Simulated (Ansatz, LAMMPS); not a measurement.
## How well does each level of theory give the static dielectric constant of wurtzite GaN?

Reference value: 9.80 ± 0.3 (measured, 300 K, not corrected to a static lattice, mean of the two values across and the one along c; as tabulated in Ioffe Institute, New Semiconductor Materials archive).

```
level (code)                                 value  cell (Å³/atom)
-------------------------------------------  -----  --------------
ionic model zapol1997 (shell model, LAMMPS)   9.04           11.63
LDA (Ansatz)                                   [?]           11.05
r²SCAN (Ansatz)                               9.90           11.37
```

Question: Fill in the missing entries.

Answer: 
- LDA (Ansatz, an electronic-structure program), value: 10.0

Differences against the reference: ionic model zapol1997 -7.8 %, LDA +2.0 %, r²SCAN +1.0 %.

Leaving aside ionic model zapol1997, which can be fitted to such values or carry a doubt: With a margin of 5.0 % (twice that across the reference) picked here for doubts on the reference and the settings, and for temperature and zero-point motion, these levels can't be ranked. Within 10 %: LDA, r²SCAN.

The reference has no zero-point or thermal correction, while the calculations are for a static lattice, so the differences are not the levels' errors alone. For crystals that are not cubic the mean over three axes is given.  Each level is taken at its own relaxed cell. Cutoffs differ between the levels. Ansatz's density-functional and Hartree–Fock values are scalar-relativistic unless marked +SOC, with PAW data made under PBE.

Empirical potentials (ionic model zapol1997) are fitted to chosen data, which need not cover the solid at hand: agreement can be built in, and what lay outside the fit can be far off.

Differences are worked out from the printed values.
